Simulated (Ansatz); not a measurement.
**BGe, quartet: the ladder up to UCCSDT(Q)**

Geometry: that of the BGe, doublet, kept fixed.

```xyz
2

Ge    0.0000    0.0000    0.0000
B     0.0000    0.0000    1.9875
```

Basis cc-pVTZ; Ansatz 0.2.0. Correlated methods freeze the noble-gas cores and the filled d shells of p-block atoms, which leaves 7 electrons in 58 orbitals. Prefix R: restricted or restricted open-shell reference; prefix U: unrestricted. Active spaces: valence = (7e, 8o) chosen from the atoms' valence shells. No spin–orbit coupling is included, and no scalar relativity.

Full CI isn't at hand for all of this; UCCSDT(Q) serves as the reference, and is uncertain by about the last step of the cluster series. The frozen core follows each run's orbitals, which can shift R against U totals by a few meV for light atoms and by up to 0.1 eV past Ca.

The UHF ⟨S²⟩ is 3.756, the T1 diagnostic (RCCSD) is 0.0430 and the largest doubles amplitude (RCCSD) is 0.087. The T1 diagnostic (UCCSD) is 0.0391.

```
   level  E − E(RHF) (eV)
     UHF          -0.0557
    UMP2          -3.5480
   UCCSD          -4.2569
UCCSD(T)          -4.5220
```

Estimate how far UCCSDT(Q) in cc-pVTZ lies from UCCSD(T). The table doesn't fix it; the size of (T) and the diagnostics are the guide.

UCCSDT(Q) in cc-pVTZ lies 70 meV below UCCSD(T), which is 26 % of the (T) step (-265 meV). T1 is raised, and the rest is a large part of (T). The miss exceeds 1 kcal/mol.

The other levels:

```json
{"level": "UCCSDT", "E − E(UCCSDT(Q)) (meV)": "20", "share of correlation (%)": "99.56", "wall time": "–"}
```

The correlation energy at UCCSDT(Q), counted from RHF, is -4.592 eV. That run took 36 s on 1 thread of Arm Neoverse V2, shared host.

Run but not shown, since their state or frozen core can't be matched to the reference's or they repeat it: RHF, RMP2, CISD, RCCSD, RCCSD(T), BCCD(T), RCCSDT, RCCSDT(Q), CASSCF (valence space), NEVPT2 (valence space), MRCISD (valence space), MRCISD+Q (valence space).

Times hold each run's SCF and search for its determinant on a shared host, so for small cases they say little of a method's own cost; they ran on 1 thread of Arm Neoverse V2.

Natural occupations of CASSCF (valence space) about the gap: 1.975 1.915 1.012 0.978 0.978 0.056 0.056 0.030; effectively unpaired electrons, Σ n²(2−n)², 3.05.
